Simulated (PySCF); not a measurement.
The isolated species `O=[P+]=O` is ionised with synchrotron light (hν = 2900.0 eV). Calculated photoelectron kinetic energies of its computed core levels, recoil neglected:

| line | kinetic energy (eV) |
| --- | --- |
| 1 | 2350.82 |
| 2 | 735.07 |

Level of theory: delta-SCF UKS SCAN, pcX-2 on the ionised atom, pcseg-1 elsewhere, spin-free X2C in PySCF.

Task: Convert to binding energies and name the level and atom behind each line. Numbering: `[O:1]=[P+:2]=[O:3]`.

Result: Against the vacuum level, binding energy = hν − kinetic energy.

```tsv
line	binding energy (eV)	level	atoms	environment
1	549.18	O 1s	O1/O3	phosphoryl oxygen
2	2164.93	P 1s	P2	phosphorus bonded to 2 O
```

Task: Which photon energy gives electrons from P 1s of P2 a kinetic energy of 100 eV, and what is their de Broglie wavelength?

Result: hν = 2164.93 + 100 = 2264.93 eV, recoil neglected; λ = 12.264 Å/√(E/eV) = 1.23 Å.

Other core shells, valence and Auger electrons aren't listed. Atoms equivalent by their bonding share one computed value, that of the first of them. Not every level is listed. The species carries charge +1, so core ionisation leaves charge +2. Geometry: PBE0-D3(BJ)/def2-SVP; no solvent, vibrations or thermal averaging.
